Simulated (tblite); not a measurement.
Species: CH3PSi.
InChI=1S/CH3PSi/c2-1-3/h3H3

Calculated harmonic vibrations of the isolated species, GFN2-xTB (tblite), most abundant isotopes, no scaling. Errors from tens to a few hundred cm⁻¹ against measured bands are possible. Modes of hydrogen on silicon can be 10 to 20 % off.

Harmonic wavenumbers (cm⁻¹): 172.1, 172.3, 526.5, 526.7, 554.4, 783.8, 784.3, 787.4, 1601.8, 2236.8, 2238.1, 2249.5.

A = 86072, B = 2682, C = 2682 MHz; mass 73.974 u (most abundant isotopes); point group C3v, symmetry number 3.

Zero-point energy?

½Σν̃ = 6317 cm⁻¹ = 18.06 kcal/mol.

Give the ideal-gas entropy at 298.15 K and 1 bar in the rigid-rotor, harmonic-oscillator model (classical rotation).

Translation 38.85, rotation 21.58, vibration 7.22: S = 67.6 cal/(mol K).

And Cp and H(298.15 K) − H(0)?

Cp = 17.31 cal/(mol K), of which vibrations give 9.36 (their classical limit is 12 R = 23.8); H(298.15 K) − H(0) = 3.66 kcal/mol without the zero-point energy, 1.29 from vibrations.

Which modes carry the vibrational entropy at 298.15 K?

172.1 cm⁻¹: 2.41; 172.3 cm⁻¹: 2.41; 526.5 cm⁻¹: 0.60; 526.7 cm⁻¹: 0.59; 554.4 cm⁻¹: 0.54; 783.8 cm⁻¹: 0.22 cal/(mol K); the other 6 give 0.45 together.

How do the functions run with temperature in this model?

```json
{"T (K)": "150", "S (cal/(mol K))": "57.6", "Cp (cal/(mol K))": "12.2", "H − H(0) (kcal/mol)": "1.46", "G − H(0) (kcal/mol)": "-7.19", "ln q(vib)": "0.45"}
{"T (K)": "250", "S (cal/(mol K))": "64.7", "Cp (cal/(mol K))": "15.8", "H − H(0) (kcal/mol)": "2.86", "G − H(0) (kcal/mol)": "-13.32", "ln q(vib)": "1.10"}
{"T (K)": "400", "S (cal/(mol K))": "73.1", "Cp (cal/(mol K))": "19.7", "H − H(0) (kcal/mol)": "5.56", "G − H(0) (kcal/mol)": "-23.68", "ln q(vib)": "2.21"}
{"T (K)": "600", "S (cal/(mol K))": "81.8", "Cp (cal/(mol K))": "23.0", "H − H(0) (kcal/mol)": "9.85", "G − H(0) (kcal/mol)": "-39.20", "ln q(vib)": "3.67"}
{"T (K)": "900", "S (cal/(mol K))": "91.7", "Cp (cal/(mol K))": "26.2", "H − H(0) (kcal/mol)": "17.27", "G − H(0) (kcal/mol)": "-65.29", "ln q(vib)": "5.68"}
```

q(vib) and H(0) count from the zero-point level.

Hindered rotation and anharmonicity are outside this model.
